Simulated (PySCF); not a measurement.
**Electronic absorption of MgCl2**

MgCl₂.
SMILES: `[Cl][Mg][Cl]`

Computed, not measured: TDDFT B3LYP/def2-SVPD, vertical, gas phase, core orbitals frozen in the response in PySCF. Isolated species at its PBE0-D3(BJ)/def2-SVP geometry, gas phase.

```json
{"state": "S1", "λ (nm)": "226.2", "E (eV)": "5.48", "f": "0.0000", "|μ| (D)": "0.00", "symmetry": "–", "main configurations (H = HOMO, L = LUMO)": "H-1/H→L (97%)"}
{"state": "S2", "λ (nm)": "226.2", "E (eV)": "5.48", "f": "0.0000", "|μ| (D)": "0.00", "symmetry": "–", "main configurations (H = HOMO, L = LUMO)": "H-1/H→L (97%)"}
{"state": "S3", "λ (nm)": "217.9", "E (eV)": "5.69", "f": "0.067", "|μ| (D)": "1.76", "symmetry": "Πu", "main configurations (H = HOMO, L = LUMO)": "H-3/H-2→L (98%)"}
{"state": "S4", "λ (nm)": "217.9", "E (eV)": "5.69", "f": "0.067", "|μ| (D)": "1.76", "symmetry": "Πu", "main configurations (H = HOMO, L = LUMO)": "H-3/H-2→L (98%)"}
{"state": "S5", "λ (nm)": "185.7", "E (eV)": "6.68", "f": "0.141", "|μ| (D)": "2.36", "symmetry": "Σu+", "main configurations (H = HOMO, L = LUMO)": "H-4→L (80%), H-1/H→L+1/L+2 (19%)"}
{"state": "S6", "λ (nm)": "175.5", "E (eV)": "7.06", "f": "0.0000", "|μ| (D)": "0.00", "symmetry": "–", "main configurations (H = HOMO, L = LUMO)": "H-1/H→L+1/L+2 (≥97%)"}
{"state": "S7", "λ (nm)": "175.5", "E (eV)": "7.07", "f": "0.0000", "|μ| (D)": "0.00", "symmetry": "–", "main configurations (H = HOMO, L = LUMO)": "H-1/H→L+1/L+2 (≥85%)"}
{"state": "S8", "λ (nm)": "175.5", "E (eV)": "7.07", "f": "0.0000", "|μ| (D)": "0.00", "symmetry": "–", "main configurations (H = HOMO, L = LUMO)": "H-1/H→L+1/L+2 (≥85%)"}
{"state": "S9", "λ (nm)": "172.5", "E (eV)": "7.19", "f": "0.0000", "|μ| (D)": "0.03", "symmetry": "–", "main configurations (H = HOMO, L = LUMO)": "H-5→L (66%), H-3/H-2→L+1/L+2 (33%)"}
```

Triplets (Tamm–Dancoff): T1 5.28 eV, H-1/H→L (98%); T2 5.28 eV, H-1/H→L (98%); T3 5.41 eV, H-3/H-2→L (98%); T4 5.41 eV, H-3/H-2→L (98%).

The lowest singlet level (S1/S2) comes at 226 nm (529 kJ/mol) in the ultraviolet; it is dark (f under 0.0005). The most intense listed level is S5 at 6.68 eV (186 nm, f = 0.141), 1.19 eV above S1. S1/S2, S3/S4 and S6/S7/S8 lie within about 0.01 eV of each other in each set; the point group D∞h has degenerate representations, and within a degenerate level the listed configurations can mix freely. Löwdin shares by element: HOMO (one of a set within 0.03 eV) chlorine 89%, magnesium 11%; LUMO magnesium 63%, chlorine 37%. Weighted by f, the mean energy of these states is 6.20 eV. Orbital energies (eV): HOMO-3 -8.91, HOMO-2 -8.91, HOMO-1 -8.77, HOMO -8.77, LUMO -2.22, LUMO+1 -0.67, LUMO+2 -0.67. The oscillator strengths of these states sum to 0.276; summed over the whole spectrum of an exact calculation they would give the number of electrons, 46 (Thomas–Reiche–Kuhn). No computed singlet lies in the visible range (380 to 750 nm); the lowest, at 226 nm, stands 2.22 eV above its violet end (3.26 eV). All these states lie below the vertical ionisation energy of 11.10 eV (ΔSCF). Symmetry labels in D∞h follow from the direction of the transition dipole and are given only for states with f of 0.002 or more. Orbitals of the list HOMO-3 to LUMO+2 that lie within 0.01 eV of each other are written together with a slash and their weights summed (≥ marks a lower bound); for degenerate orbitals outside that list single weights are arbitrary. Only the lowest 10 singlets were computed, as vertical energies without vibronic structure. The highest level found (7.20 eV, f 0.0000 so far) is left out, since the window may have cut off a degenerate partner.

The run took 7.0 s of wall time on Arm Neoverse V1, one thread, shared host.
